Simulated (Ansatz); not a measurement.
```yaml
crystal:
  periodic: [false, false, false]
  atoms:
    - {symbol: Ni, position_ang: [0.000000, 0.000000, 0.000000]}
    - {symbol: B, position_ang: [0.000000, 0.000000, 2.080000]}
basis:
  gaussian: {orbitals: def2-TZVP}
total_charge: 1
hamiltonian: {xc: pbe0}
relax: {f_tol: 0.004, max_steps: 80}
```

```sh
$ ansatz run in.yaml --threads 1 --pin off --events-out ev --progress --plain --max-ram 2176MiB
```

Steps of the relaxation (energy above the last step; positions in Å, forces in eV/Å):

```
2
step 1, 1101.5 meV
Ni    0.000    0.000    0.000    0.000    0.000    3.079
B     0.000    0.000    2.080    0.000    0.000   -3.079
```

```
2
step 2, 446.9 meV
Ni    0.000    0.000    0.104    0.000    0.000    2.978
B     0.000    0.000    1.976    0.000    0.000   -2.978
```

```
2
step 3, 355.5 meV
Ni    0.000    0.000    0.299    0.000    0.000   -5.340
B     0.000    0.000    1.781    0.000    0.000    5.340
```

```
2
step 5, 0.0 meV
Ni    0.000    0.000    0.223    0.000    0.000    0.040
B     0.000    0.000    1.857    0.000    0.000   -0.040
```

```
2
step 6, 0.0 meV
Ni    0.000    0.000    0.224    0.000    0.000   -0.001
B     0.000    0.000    1.856    0.000    0.000    0.001
```

Close pairs at the end: Ni1–B2 1.633 Å.

A stationary point of restricted PBE0 after 6 steps (its stability towards spin polarisation wasn't tested). 12 s on 1 thread of Arm Neoverse V2, shared host.
